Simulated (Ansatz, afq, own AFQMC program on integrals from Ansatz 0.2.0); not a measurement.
Integrals from Ansatz 0.2.0, then the random walk in our own AFQMC program (afq).

```yaml
crystal:
  periodic: [false, false, false]
  atoms:
    - {symbol: C, position_ang: [0.000000, 0.000000, 1.170457]}
    - {symbol: Se, position_ang: [0.000000, 0.000000, -0.222543]}
    - {symbol: H, position_ang: [0.000000, 0.924142, 1.743149]}
    - {symbol: H, position_ang: [0.000000, -0.924142, 1.743149]}
basis:
  gaussian: {orbitals: cc-pVDZ}
magnetization: {spin_polarized: false}
correlation: {method: ccsd_t, electrons: outside_noble_gas, hamiltonian_folder: ham}
```

```sh
$ ansatz run in.yaml --threads 1 --pin off --events-out ev --progress --plain --max-ram 1382MiB
```

afq runs on the folder ham with

```
--method free --trial cisd --walkers 60 --time-step 0.03 --max-blocks 80 --target-error 0.00042 --factor-cut 1e-05 --seed 6870 --times 0,0.21,0.42,0.81,1.2,1.8,2.4,3 --taylor-order 8
```

Times are imaginary, in 1/Eh. The walk had a cap of 513 s. Filled inner d shells are frozen with the cores.

Output of the walk:

```
orbitals 36  electrons 6 6  factors 303 of 545
reference energy -2438.64259724 Eh
CCSD correlation -0.26475488 Eh in 8 cycles, weight of the determinant in the CISD state 0.8882
repeat  energy at the last time / Eh  error
    10  -2438.917425  0.002543
    20  -2438.916347  0.001315
    30  -2438.916427  0.000914
    40  -2438.916285  0.000794
    50  -2438.916121  0.000688
    60  -2438.915858  0.000638
    70  -2438.915838  0.000608
    80  -2438.915815  0.000545
time / (1/Eh)  energy / Eh  error  mean overlap
  0.00  -2438.907081  0.000391  1.1239
  0.21  -2438.911624  0.000344  1.1243
  0.42  -2438.913433  0.000308  1.1280
  0.81  -2438.915270  0.000331  1.1237
  1.20  -2438.916173  0.000385  1.1097
  1.80  -2438.915907  0.000403  1.1271
  2.40  -2438.915955  0.000484  1.1422
  3.00  -2438.915815  0.000545  1.1631
energy -2438.915815 +/- 0.000545 Eh
```

The run passed its tests (error under three times the target), which doesn't prove that it has relaxed.

Against this walk (error 14.8 meV) on the same determinant: CCSD(T) 16.9 meV higher (within the noise), CCSDT(Q) 10.8 meV lower (within the noise). The error is statistical, and a free projection of finite length keeps a remainder of its start.

Cautions: remainder of the start not in the error; error above the target (14.8 against 11.4 meV); no relativity below Rb; no spin-orbit coupling; inner d shell frozen.

The walk took 110 s on 1 thread of Intel(R) Xeon(R) Platinum 8488C (Sapphire Rapids), with other jobs on the host. The log's last line is the free-projection energy.

CCSDT and higher add their correlation energy to the determinant of the CCSD(T) run, since their own runs factorise the integrals more tightly (a shift of under 2 meV). A walk keeps the symmetry of its determinant, which the program's search chose and which needn't be the lowest solution, so a lower state of the same spin and another symmetry isn't excluded.
